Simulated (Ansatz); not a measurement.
# H3O+ with F2: superposition error and deformation, part 2 of 3

Ansatz 0.2.0, Gaussian basis.

## 10. revPBE-D4/def2-TZVPPD

The inputs:

a/in.yaml

```yaml
crystal:
  periodic: [false, false, false]
  atoms:
    - {symbol: O, position_ang: [0.135362, 0.119012, -0.965741]}
    - {symbol: H, position_ang: [0.811238, -0.448963, -1.380829]}
    - {symbol: H, position_ang: [-0.048720, -0.108457, -0.009515]}
    - {symbol: H, position_ang: [-0.669457, 0.201935, -1.510774]}
basis:
  gaussian: {orbitals: "def2-TZVPPD.json"}
total_charge: 1
hamiltonian: {xc: {name: revPBE}, dispersion: d4}
```

b/in.yaml

```yaml
crystal:
  periodic: [false, false, false]
  atoms:
    - {symbol: F, position_ang: [0.102995, 0.663640, 2.295290]}
    - {symbol: F, position_ang: [-0.331318, -0.427267, 1.571569]}
basis:
  gaussian: {orbitals: "def2-TZVPPD.json"}
hamiltonian: {xc: {name: revPBE}, dispersion: d4}
```

One command serves all of them, each in its own folder.

The run is started by

```sh
$ ansatz run in.yaml --threads 2 --pin off --events-out ev --progress --plain --max-ram 5222MiB
```

Log of a (excerpt; [...] marks lines left out):

```text
Functional definition: revPBE
  name "revPBE"
  cite "Zhang & Yang, Phys. Rev. Lett. 80, 890 (1998) doi:10.1103/PhysRevLett.80.890"
  cite "Perdew, Burke & Ernzerhof, Phys. Rev. Lett. 77, 3865 (1996) doi:10.1103/PhysRevLett.77.3865"
[...]
361 factors; their error is unknown
[...]
mean field -2087.58472480 eV, -76.7173236207 hartree, gradient 6.1e-5 eV, S^2 0.000000; 0 other end points of the search recorded, 0 dependent functions left out
reference -2087.58475634 eV, -76.7173247798 hartree; 5, 5 occupied and 86, 86 virtual orbitals, 361 factors
Total energy: -2087.61115354 eV, -76.7182948589 hartree
```

Log of b (excerpt; [...] marks lines left out):

```text
[... 4 set-up lines as earlier in the session ...]
[...]
394 factors; their error is unknown
[...]
mean field -5429.88506144 eV, -199.5445954996 hartree, gradient 1.6e-6 eV, S^2 0.000000; 0 other end points of the search recorded, 0 dependent functions left out
reference -5429.88511844 eV, -199.5445975945 hartree; 9, 9 occupied and 71, 71 virtual orbitals, 394 factors
Total energy: -5429.90902448 eV, -199.5454761250 hartree
```

Wall times: 0.35 s (a), 0.35 s (b) on 2 threads of Arm Neoverse V1, shared host.

## 11. B97M-V/def2-TZVPPD

The same edit goes into each in.yaml of step 10 (a, b):

```diff
-hamiltonian: {xc: {name: revPBE}, dispersion: d4}
+hamiltonian: {xc: {name: B97M-V}}
```

The same command starts each run, in its folder.

The run is started by

```sh
$ ansatz run in.yaml --threads 2 --pin off --events-out ev --progress --plain --max-ram 5222MiB
```

Output in a (excerpt; [...] marks lines left out):

```text
Functional definition: B97M-V
  name "B97M-V"
  cite "Mardirossian & Head-Gordon, J. Chem. Phys. 142, 074111 (2015) doi:10.1063/1.4907719"
[... 2 set-up lines as earlier in the session ...]
  # Of w^i u^j: cxij and so on, Table III.
[...]
  gx(w, u) = cx00 + cx01*u + cx02*u^2 + (cx10 + cx11*u)*w
[...]
  gos(w, u) = cos00 + cos01*u + cos03*u^3 + cos10*w + cos32*w^3*u^2
[...]
      + integral(e_c_pw_mod_opposite_spin*gos(b97_w_opposite, b97_u_opposite)) + vv10(b, c)
361 factors; their error is unknown
[...]
mean field -2087.46687362 eV, -76.7129926695 hartree, gradient 4.7e-5 eV, S^2 0.000000; 0 other end points of the search recorded, 0 dependent functions left out
reference -2087.46690753 eV, -76.7129939160 hartree; 5, 5 occupied and 86, 86 virtual orbitals, 361 factors
Total energy: -2087.46690753 eV, -76.7129939160 hartree
```

Log of b (excerpt; [...] marks lines left out):

```text
[... 5 set-up lines as earlier in the session ...]
  # Of w^i u^j: cxij and so on, Table III.
[...]
  gx(w, u) = cx00 + cx01*u + cx02*u^2 + (cx10 + cx11*u)*w
[...]
  gos(w, u) = cos00 + cos01*u + cos03*u^3 + cos10*w + cos32*w^3*u^2
[...]
      + integral(e_c_pw_mod_opposite_spin*gos(b97_w_opposite, b97_u_opposite)) + vv10(b, c)
394 factors; their error is unknown
[...]
mean field -5429.40738118 eV, -199.5270410739 hartree, gradient 1.8e-5 eV, S^2 0.000000; 0 other end points of the search recorded, 0 dependent functions left out
reference -5429.40744230 eV, -199.5270433200 hartree; 9, 9 occupied and 71, 71 virtual orbitals, 394 factors
Total energy: -5429.40744230 eV, -199.5270433200 hartree
```

They took 1.1 s (a), 0.9 s (b) on 2 threads of Arm Neoverse V1, shared host.

## 12. HSE06-D4/def2-TZVPPD

The same edit goes into each in.yaml of step 11 (a, b):

```diff
-hamiltonian: {xc: {name: B97M-V}}
+hamiltonian: {xc: hse06, dispersion: d4}
```

One command serves all of them, each in its own folder.

The run is started by

```sh
$ ansatz run in.yaml --threads 2 --pin off --events-out ev --progress --plain --max-ram 5222MiB
```

Output in a (excerpt; [...] marks lines left out):

```text
Functional definition: HSE06
  name "HSE06"
  cite "Heyd, Scuseria & Ernzerhof, J. Chem. Phys. 118, 8207 (2003) doi:10.1063/1.1564060"
  cite "Krukau, Vydrov, Izmaylov & Scuseria, J. Chem. Phys. 125, 224106 (2006) doi:10.1063/1.2404663"
  cite "Heyd & Scuseria, J. Chem. Phys. 120, 7274 (2004) doi:10.1063/1.1668634"
  cite "Ernzerhof & Perdew, J. Chem. Phys. 109, 3313 (1998) doi:10.1063/1.476928"
[...]
  # The whole range is PBE's own exchange, as in plane waves. The composition of these papers is wPBEh.
[...]
361 factors; their error is unknown
44 factors; integrals over basis functions are off by at most 5.3e-6 eV
[...]
mean field -2085.88351220 eV, -76.6548052107 hartree, gradient 2.7e-5 eV, S^2 0.000000; 0 other end points of the search recorded, 0 dependent functions left out
reference -2085.88353594 eV, -76.6548060832 hartree; 5, 5 occupied and 86, 86 virtual orbitals, 361 factors
Total energy: -2085.88744602 eV, -76.6549497758 hartree
```

b printed (excerpt; [...] marks lines left out):

```text
[... 6 set-up lines as earlier in the session ...]
[...]
394 factors; their error is unknown
24 factors; integrals over basis functions are off by at most 1.0e-4 eV
[...]
mean field -5426.00550153 eV, -199.4020243026 hartree, gradient 3.3e-5 eV, S^2 0.000000; 0 other end points of the search recorded, 0 dependent functions left out
reference -5426.00554040 eV, -199.4020257309 hartree; 9, 9 occupied and 71, 71 virtual orbitals, 394 factors
Total energy: -5426.00929948 eV, -199.4021638748 hartree
```

Wall times: 0.45 s (a), 0.4 s (b) on 2 threads of Arm Neoverse V1, shared host.

## 13. CCSD(T)/def2-TZVPPD

The same edit goes into each in.yaml of step 12 (a, b):

```diff
-hamiltonian: {xc: hse06, dispersion: d4}
+correlation: {method: ccsd_t}
```

The same command starts each run, in its folder.

The run is started by

```sh
$ ansatz run in.yaml --threads 2 --pin off --events-out ev --progress --plain --max-ram 5222MiB
```

Output in a (excerpt; [...] marks lines left out):

```text
Functional definition: HF
  name "HF"
  cite "Fock, Z. Phys. 61, 126 (1930) doi:10.1007/BF01340294"
[... 1 set-up line as earlier in the session ...]
[...]
512 factors; integrals over basis functions are off by at most 1.1e-3 eV
[...]
mean field -2077.37907297 eV, -76.3422728336 hartree, gradient 9.5e-7 eV, S^2 0.000000; 0 other end points of the search recorded, 0 dependent functions left out
1 core orbitals not correlated: weight in the atoms' cores, before any rotation towards them, 1.000 or more for the frozen orbitals, at most 0.000 for the correlated occupied ones
reference -2077.37907297 eV, -76.3422728336 hartree; 4, 4 occupied and 86, 86 virtual orbitals, 512 factors
second order -6.97543099 eV of doubles, -0.00000000 eV of singles
cycle   1  -7.06740335 eV  change   -9.2e-2 eV  update   3.6e-2
[...]
cycle   8  -7.20948647 eV  change    5.6e-7 eV  update   7.0e-6
perturbative correction -0.18772616 eV, -0.0068988092 hartree
Total energy: -2084.77628560 eV, -76.6141153837 hartree
```

Output in b (excerpt; [...] marks lines left out):

```text
[... 4 set-up lines as earlier in the session ...]
[...]
523 factors; integrals over basis functions are off by at most 5.9e-4 eV
[...]
mean field -5408.76751043 eV, -198.7685398141 hartree, gradient 7.2e-7 eV, S^2 0.000000; 0 other end points of the search recorded, 0 dependent functions left out; unrestricted orbitals would lower it
[...]
reference -5408.76751043 eV, -198.7685398141 hartree; 7, 7 occupied and 71, 71 virtual orbitals, 523 factors
second order -14.10135126 eV of doubles, -0.00000000 eV of singles
cycle   1  -13.79638360 eV  change    3.0e-1 eV  update   7.4e-2
[...]
cycle  10  -14.23719920 eV  change    5.7e-6 eV  update   5.1e-6
perturbative correction -0.47742111 eV, -0.0175449022 hartree
Total energy: -5423.48213074 eV, -199.3092921364 hartree
```

They took 0.8 s (a), 0.95 s (b) on 2 threads of Arm Neoverse V1, shared host.

## 14. Relaxing H3O+ alone

File relax-a/in.yaml:

```yaml
crystal:
  periodic: [false, false, false]
  atoms:
    - {symbol: O, position_ang: [0.135362, 0.119012, -0.965741]}
    - {symbol: H, position_ang: [0.811238, -0.448963, -1.380829]}
    - {symbol: H, position_ang: [-0.048720, -0.108457, -0.009515]}
    - {symbol: H, position_ang: [-0.669457, 0.201935, -1.510774]}
basis:
  gaussian: {orbitals: def2-TZVP}
total_charge: 1
hamiltonian: {xc: pbe0, dispersion: d4}
relax: {f_tol: 0.005, max_steps: 200}
```

The run is started by

```sh
$ ansatz run in.yaml --threads 2 --pin off --events-out ev --progress --plain --max-ram 5222MiB
```

Standard output (excerpt; [...] marks lines left out):

```text
[... 5 set-up lines as earlier in the session ...]
[...]
283 factors; their error is unknown
[...]
mean field -2085.86729352 eV, -76.6542091854 hartree, gradient 3.9e-5 eV, S^2 0.000000; 0 other end points of the search recorded, 0 dependent functions left out
[...]
Total energy: -2085.88355632 eV, -76.6548068320 hartree
Atom 0 at     0.136293     0.121927    -0.962156 Å, force     0.000509     0.001143    -0.000034 eV/Å
Atom 1 at     0.814075    -0.451928    -1.372223 Å, force     0.000007    -0.000448    -0.000111 eV/Å
Atom 2 at    -0.047153    -0.109048    -0.029499 Å, force    -0.000199    -0.000388     0.000281 eV/Å
Atom 3 at    -0.674792     0.202576    -1.502981 Å, force    -0.000317    -0.000307    -0.000136 eV/Å
Dipole moment:    -0.121227    -0.277162    -0.006979 e Å
```

It took 1.2 s on 2 threads of Arm Neoverse V1, shared host.

Relaxation path:

```csv
step,energy from step 1 (eV),largest force component (eV/Å)
1,0.0000,0.9412
2,-0.0109,0.2723
3,-0.0119,0.0078
4,-0.0119,0.0011
```

Close pairs (by a distance rule), those that changed most:

```csv
bond,before (Å),after (Å),change (Å)
O1–H3,1.000,0.978,-0.022
O1–H4,0.976,0.978,+0.003
O1–H2,0.976,0.978,+0.003
```

## 15. Relaxing F2 alone

File relax-b/in.yaml:

```yaml
crystal:
  periodic: [false, false, false]
  atoms:
    - {symbol: F, position_ang: [0.102995, 0.663640, 2.295290]}
    - {symbol: F, position_ang: [-0.331318, -0.427267, 1.571569]}
basis:
  gaussian: {orbitals: def2-TZVP}
hamiltonian: {xc: pbe0, dispersion: d4}
relax: {f_tol: 0.005, max_steps: 200}
```

The run is started by

```sh
$ ansatz run in.yaml --threads 2 --pin off --events-out ev --progress --plain --max-ram 5222MiB
```

Standard output (excerpt; [...] marks lines left out):

```text
[... 5 set-up lines as earlier in the session ...]
[...]
312 factors; their error is unknown
[...]
mean field -5426.18210657 eV, -199.4085144183 hartree, gradient 1.1e-5 eV, S^2 0.000000; 0 other end points of the search recorded, 0 dependent functions left out
[...]
reference -5426.18239416 eV, -199.4085249868 hartree; 9, 9 occupied and 53, 53 virtual orbitals, 312 factors
Total energy: -5426.18655959 eV, -199.4086780634 hartree
Atom 0 at     0.102418     0.662191     2.294328 Å, force     0.000138     0.000346     0.000229 eV/Å
Atom 1 at    -0.330741    -0.425818     1.572531 Å, force    -0.000138    -0.000346    -0.000229 eV/Å
Dipole moment:     0.000000     0.000000    -0.000000 e Å
```

Wall time 1.1 s (2 threads of Arm Neoverse V1, shared host).

Relaxation path:

```csv
step,energy from step 1 (eV),largest force component (eV/Å)
1,0.0000,0.1209
2,-0.0002,0.0440
3,-0.0003,0.0003
```

The bond:

```csv
bond,before (Å),after (Å),change (Å)
F1–F2,1.379,1.376,-0.004
```

## 16. PBE-D4/def2-TZVPPD

File free-a/in.yaml:

```yaml
crystal:
  periodic: [false, false, false]
  atoms:
    - {symbol: O, position_ang: [0.136293, 0.121927, -0.962156]}
    - {symbol: H, position_ang: [0.814075, -0.451928, -1.372223]}
    - {symbol: H, position_ang: [-0.047153, -0.109048, -0.029499]}
    - {symbol: H, position_ang: [-0.674792, 0.202576, -1.502981]}
basis:
  gaussian: {orbitals: "def2-TZVPPD.json"}
total_charge: 1
hamiltonian: {xc: pbe, dispersion: d4}
```

File free-b/in.yaml:

```yaml
crystal:
  periodic: [false, false, false]
  atoms:
    - {symbol: F, position_ang: [0.102418, 0.662191, 2.294328]}
    - {symbol: F, position_ang: [-0.330741, -0.425818, 1.572531]}
basis:
  gaussian: {orbitals: "def2-TZVPPD.json"}
hamiltonian: {xc: pbe, dispersion: d4}
```

The same command starts each run, in its folder.

The run is started by

```sh
$ ansatz run in.yaml --threads 2 --pin off --events-out ev --progress --plain --max-ram 5222MiB
```

free-a printed (excerpt; [...] marks lines left out):

```text
[... 4 set-up lines as earlier in the session ...]
[...]
361 factors; their error is unknown
[...]
mean field -2085.90261939 eV, -76.6555073871 hartree, gradient 3.4e-5 eV, S^2 0.000000; 0 other end points of the search recorded, 0 dependent functions left out
reference -2085.90264511 eV, -76.6555083324 hartree; 5, 5 occupied and 86, 86 virtual orbitals, 361 factors
Total energy: -2085.90807109 eV, -76.6557077331 hartree
```

Output in free-b (excerpt; [...] marks lines left out):

```text
[... 4 set-up lines as earlier in the session ...]
[...]
394 factors; their error is unknown
[...]
mean field -5426.59682363 eV, -199.4237549890 hartree, gradient 1.3e-6 eV, S^2 0.000000; 0 other end points of the search recorded, 0 dependent functions left out
reference -5426.59686816 eV, -199.4237566256 hartree; 9, 9 occupied and 71, 71 virtual orbitals, 394 factors
Total energy: -5426.60205418 eV, -199.4239472083 hartree
```

They took 0.35 s (free-a), 0.3 s (free-b) on 2 threads of Arm Neoverse V1, shared host.

## 17. r2SCAN-D4/def2-TZVPPD

The same edit goes into each in.yaml of step 16 (free-a, free-b):

```diff
-hamiltonian: {xc: pbe, dispersion: d4}
+hamiltonian: {xc: r2scan, dispersion: d4}
```

One command serves all of them, each in its own folder.

The run is started by

```sh
$ ansatz run in.yaml --threads 2 --pin off --events-out ev --progress --plain --max-ram 5222MiB
```

Output in free-a (excerpt; [...] marks lines left out):

```text
[... 5 set-up lines as earlier in the session ...]
[...]
361 factors; their error is unknown
[...]
mean field -2087.12545289 eV, -76.7004456892 hartree, gradient 6.2e-5 eV, S^2 0.000000; 0 other end points of the search recorded, 0 dependent functions left out
reference -2087.12546121 eV, -76.7004459949 hartree; 5, 5 occupied and 86, 86 virtual orbitals, 361 factors
Total energy: -2087.12676267 eV, -76.7004938226 hartree
```

Log of free-b (excerpt; [...] marks lines left out):

```text
[... 5 set-up lines as earlier in the session ...]
[...]
394 factors; their error is unknown
[...]
mean field -5429.16418755 eV, -199.5181038730 hartree, gradient 6.7e-6 eV, S^2 0.000000; 0 other end points of the search recorded, 0 dependent functions left out
reference -5429.16420132 eV, -199.5181043787 hartree; 9, 9 occupied and 71, 71 virtual orbitals, 394 factors
Total energy: -5429.16542058 eV, -199.5181491857 hartree
```

They took 0.75 s (free-a), 0.75 s (free-b) on 2 threads of Arm Neoverse V1, shared host.

## 18. PBE0-D4/def2-TZVPPD

The same edit goes into each in.yaml of step 17 (free-a, free-b):

```diff
-hamiltonian: {xc: r2scan, dispersion: d4}
+hamiltonian: {xc: pbe0, dispersion: d4}
+output: {orbitals: {seedname: orbitals}}
```

One command serves all of them, each in its own folder.

The run is started by

```sh
$ ansatz run in.yaml --threads 2 --pin off --events-out ev --progress --plain --max-ram 5222MiB
```

free-a printed (excerpt; [...] marks lines left out):

```text
[... 5 set-up lines as earlier in the session ...]
[...]
361 factors; their error is unknown
[...]
mean field -2085.99197981 eV, -76.6587913219 hartree, gradient 2.3e-5 eV, S^2 0.000000; 0 other end points of the search recorded, 0 dependent functions left out
reference -2085.99199777 eV, -76.6587919818 hartree; 5, 5 occupied and 86, 86 virtual orbitals, 361 factors
Total energy: -2085.99634076 eV, -76.6589515837 hartree
```

free-b printed (excerpt; [...] marks lines left out):

```text
[... 5 set-up lines as earlier in the session ...]
[...]
394 factors; their error is unknown
[...]
mean field -5426.21254314 eV, -199.4096329414 hartree, gradient 3.4e-6 eV, S^2 0.000000; 0 other end points of the search recorded, 0 dependent functions left out
reference -5426.21257252 eV, -199.4096340213 hartree; 9, 9 occupied and 71, 71 virtual orbitals, 394 factors
Total energy: -5426.21673795 eV, -199.4097870979 hartree
```

Wall times: 0.35 s (free-a), 0.35 s (free-b) on 2 threads of Arm Neoverse V1, shared host.

[end of part 2 of 3]
